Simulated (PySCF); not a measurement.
**Working out the ionisation energy of Ar**

Ar [Ar] (1S) → Ar⁺ [Ne] 3s2 3p5 (2P). All numbers are calculated (PySCF 2.14, the spin-free X2C one-electron Hamiltonian (Gaussian nucleus), in cc-pVTZ-DK (5s4p2d1f, 34 functions)). Frozen: [Ne]. Energies in hartree (1 hartree = 27.21139 eV):

| part | Ar (lower) | Ar⁺ (upper) |
| --- | --- | --- |
| UHF | -528.621423 | -528.086487 |
| CCSD correlation | -0.223577 | -0.189325 |
| (T) | -0.006470 | -0.004998 |

Question: What does Hartree-Fock give?

Answer: (-528.086487) − (-528.621423) = 0.534936 hartree = 14.556 eV.

Question: What do CCSD and CCSD(T) give?

Answer: The CCSD correlation energies differ by 0.034252 hartree = 0.932 eV and the triples by 0.001472 hartree = 0.040 eV, so CCSD gives 15.488 eV and CCSD(T) 15.528 eV.

Measured between the centres of the two terms (NIST): 15.819 eV, so CCSD(T) (valence) is off by -0.291 eV.

What remains against the reference includes basis incompleteness, the frozen core and higher excitations.
